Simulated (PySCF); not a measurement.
**How methods differ on the ionisation energy of S**

S [Ne] 3s2 3p4 (3P) → S⁺ [Ne] 3s2 3p3 (4S), as a difference of total energies. All numbers are calculated (PySCF 2.14, no relativity, point nucleus, in aug-cc-pwCVTZ). Correlated levels: valence and next inner shell: 1s2 frozen. The calculations carry no spin-orbit coupling.

```csv
method,ionisation energy (eV),error (eV)
UHF,9.241,-1.095
MP2 (valence and next inner shell),10.021,-0.315
SCS-MP2 (valence and next inner shell),10.098,-0.238
CCSD (valence and next inner shell),10.131,-0.205
CCSD(T) (valence and next inner shell),10.174,-0.162
```

Reference: 10.336 eV (measured; NIST levels, between the centres of gravity of the two terms).

Errors of the correlated levels include the incompleteness of this basis and the frozen core.
